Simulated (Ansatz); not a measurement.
Born–Oppenheimer molecular dynamics of AlFHO (4 atoms, charge 0, multiplicity 2). It starts at the highest image of a converged band. Of that band: Neighbouring images differ by up to 1.5 eV, so the band resolves the path poorly. A vibrational analysis at the climbing image gives one clearly imaginary mode, 1942i cm⁻¹: a first-order saddle point.

Theory: UHF/def2-SVP in Ansatz 0.2.0.

* ensemble: NVE (velocity Verlet)
* time step: 0.5 fs
* steps asked: 200
* starting velocities drawn for: 100 K
* seed: 9909

Frames 5 fs apart, positions in Å, forces in eV/Å.

Velocities at 0 fs (Å/ps):

```
O 0.60 -1.21 2.38
Al -1.47 0.36 -2.60
F 1.36 0.29 1.42
H 4.01 4.18 5.01
```

```xyz
4
Properties=species:S:1:pos:R:3:forces:R:3 time_fs=0 energy_less_start_eV=0.000 T=100
O 0.312 -0.612 1.126 0.01 0.00 0.00
Al -0.122 0.123 -0.333 0.01 0.00 0.01
F -1.351 -0.019 -1.406 0.00 0.00 0.00
H 1.216 0.448 0.592 -0.01 0.00 0.00
4
Properties=species:S:1:pos:R:3:forces:R:3 time_fs=5 energy_less_start_eV=0.018 T=30
O 0.314 -0.618 1.137 -0.15 0.26 -0.52
Al -0.128 0.125 -0.344 0.90 -0.11 1.12
F -1.345 -0.018 -1.400 -0.55 -0.08 -0.47
H 1.223 0.464 0.609 -0.21 -0.07 -0.13
4
Properties=species:S:1:pos:R:3:forces:R:3 time_fs=10 energy_less_start_eV=0.018 T=29
O 0.315 -0.619 1.140 -0.25 0.28 -0.65
Al -0.126 0.126 -0.346 0.70 -0.27 1.14
F -1.346 -0.017 -1.399 -0.53 -0.07 -0.47
H 1.190 0.468 0.599 0.08 0.06 -0.02
4
Properties=species:S:1:pos:R:3:forces:R:3 time_fs=15 energy_less_start_eV=0.000 T=100
O 0.311 -0.617 1.134 -0.35 -0.15 -0.20
Al -0.119 0.124 -0.338 -0.03 -0.25 0.39
F -1.353 -0.018 -1.404 0.03 0.02 -0.04
H 1.175 0.490 0.581 0.35 0.37 -0.15
4
Properties=species:S:1:pos:R:3:forces:R:3 time_fs=20 energy_less_start_eV=-0.171 T=766
O 0.302 -0.619 1.126 -0.87 -1.32 0.79
Al -0.111 0.120 -0.327 0.12 0.16 0.12
F -1.359 -0.018 -1.410 0.71 0.17 0.42
H 1.232 0.607 0.502 0.04 0.99 -1.33
4
Properties=species:S:1:pos:R:3:forces:R:3 time_fs=25 energy_less_start_eV=-1.113 T=4404
O 0.281 -0.638 1.129 -0.75 -1.60 1.28
Al -0.102 0.118 -0.315 0.71 1.18 -0.53
F -1.357 -0.016 -1.410 0.99 0.12 0.77
H 1.282 0.932 0.124 -0.96 0.30 -1.52
4
Properties=species:S:1:pos:R:3:forces:R:3 time_fs=30 energy_less_start_eV=-1.787 T=7006
O 0.249 -0.681 1.150 -0.27 -0.70 0.61
Al -0.086 0.128 -0.307 0.95 2.21 -1.70
F -1.343 -0.013 -1.400 0.63 -0.25 0.91
H 1.116 1.312 -0.580 -1.31 -1.25 0.18
4
Properties=species:S:1:pos:R:3:forces:R:3 time_fs=35 energy_less_start_eV=-1.381 T=5440
O 0.212 -0.734 1.179 -0.15 0.43 -0.76
Al -0.063 0.155 -0.314 0.43 1.78 -1.85
F -1.321 -0.013 -1.379 -0.32 -0.87 0.81
H 0.673 1.424 -1.243 0.04 -1.34 1.79
4
Properties=species:S:1:pos:R:3:forces:R:3 time_fs=40 energy_less_start_eV=-0.561 T=2269
O 0.173 -0.781 1.198 -0.04 1.37 -1.87
Al -0.036 0.197 -0.337 -0.21 -0.21 -0.07
F -1.305 -0.025 -1.349 -1.74 -1.65 0.52
H 0.251 1.256 -1.519 1.98 0.49 1.41
4
Properties=species:S:1:pos:R:3:forces:R:3 time_fs=45 energy_less_start_eV=-0.554 T=2246
O 0.133 -0.808 1.189 0.13 1.84 -2.27
Al -0.011 0.238 -0.359 -0.78 -1.94 1.59
F -1.308 -0.056 -1.311 -1.68 -1.45 0.44
H 0.272 1.196 -1.484 2.33 1.56 0.24
4
Properties=species:S:1:pos:R:3:forces:R:3 time_fs=50 energy_less_start_eV=-1.483 T=5831
O 0.096 -0.808 1.146 0.23 1.76 -2.02
Al 0.009 0.264 -0.371 -0.08 -0.57 0.07
F -1.331 -0.105 -1.268 -0.05 -0.20 0.40
H 0.787 1.415 -1.316 -0.10 -0.99 1.55
4
Properties=species:S:1:pos:R:3:forces:R:3 time_fs=55 energy_less_start_eV=-1.609 T=6320
O 0.061 -0.781 1.074 0.27 1.16 -1.16
Al 0.027 0.284 -0.380 0.64 -0.20 0.30
F -1.356 -0.157 -1.220 0.94 0.64 0.22
H 1.298 1.449 -0.836 -1.86 -1.60 0.63
```

Of the whole run (100 fs, mean temperature of the second half 3822 K): The conserved energy stayed within 0.39 meV per atom of its start (net change -0.38 meV per atom), so the integration is sound. The kinetic energy rose, since the run started high on the potential surface and went downhill. A run of 0.1 ps of so small a system gives no equilibrium averages.

Time of the run: 5.2 min on 1 thread of Intel(R) Xeon(R) Processor @ 2.50GHz (Skylake/Cascade Lake) (shared host), peak memory 0.12 GiB.
